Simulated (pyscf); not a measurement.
PySCF, gas phase, ωB97X-D3(BJ)/def2-SVP geometries.

### Question
PBE/def2-TZVP puts the barrier of [H₃C–Al(CH₃)–NH]• + H₂ -> H₃C–Al(CH₃)–NH₂ + H• (hydrogen abstraction; doublet surface; H–H broken, H–N formed) at 0.7 kcal/mol and the reaction energy at -13.3 kcal/mol, from the separated reactants. What do B3LYP-D3(BJ)/def2-TZVP, PBE0-D3(BJ)/def2-TZVP, ωB97M-D3(BJ)/def2-TZVP give on the same structures?

### Answer
B3LYP-D3(BJ): ΔE‡ = 4.2 kcal/mol, ΔE = -8.8 kcal/mol; PBE0-D3(BJ): ΔE‡ = 3.3 kcal/mol, ΔE = -13.8 kcal/mol; ωB97M-D3(BJ): ΔE‡ = 6.3 kcal/mol, ΔE = -12.7 kcal/mol. PBE's barrier lies under all of them, by 2.6 to 5.6 kcal/mol. Its reaction energy lies among theirs. This is the saddle that the search found; another between the same sides may lie lower. The angle at the transferred H is 160°.
